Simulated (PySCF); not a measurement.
**BCl, triplet: vertical spin and charge gaps**

Geometry (PBE0/def2-TZVP stationary point for this spin):

```tsv
atom	x (Å)	y (Å)	z (Å)
B	0.0000	0.0000	0.0000
Cl	0.0000	0.0000	1.6966
```

Basis cc-pVDZ; PySCF 2.14.0. Correlated methods freeze the noble-gas cores. Prefix R: restricted or restricted open-shell reference; prefix U: unrestricted.

Gaps are energies of the second state less the first, at fixed atoms, for a selection of the levels run; mean-field and cluster levels share one orbital occupation for each state, and full CI takes the lowest of the symmetries tried.

Quintet less triplet: 5.976 eV at RCCSDT.

```json
{"level": "RHF", "gap (eV)": "5.326", "error (meV)": "-650"}
{"level": "RMP2", "gap (eV)": "6.004", "error (meV)": "28"}
{"level": "UMP2", "gap (eV)": "6.033", "error (meV)": "57"}
{"level": "RCCSD", "gap (eV)": "5.915", "error (meV)": "-61"}
{"level": "UCCSD", "gap (eV)": "5.912", "error (meV)": "-64"}
{"level": "RCCSD(T)", "gap (eV)": "5.971", "error (meV)": "-5"}
{"level": "UCCSD(T)", "gap (eV)": "5.970", "error (meV)": "-6"}
{"level": "PBE", "gap (eV)": "6.190", "error (meV)": "214"}
{"level": "B3LYP", "gap (eV)": "6.300", "error (meV)": "324"}
{"level": "B2PLYP", "gap (eV)": "6.256", "error (meV)": "280"}
```

In so small a basis the reference is far from its limit while semilocal and hybrid functionals are nearer theirs (RPA and double hybrids share part of the reference's basis error), so the functionals' errors here hold much of the reference's basis and frozen-core error, which can add to them or hide them.

Full CI isn't at hand for all of this; RCCSDT serves as the reference. It lacks quadruple excitations, which often exceed the step from CCSD(T) to CCSDT. The frozen core follows each run's orbitals, which can shift R against U totals by a few meV.
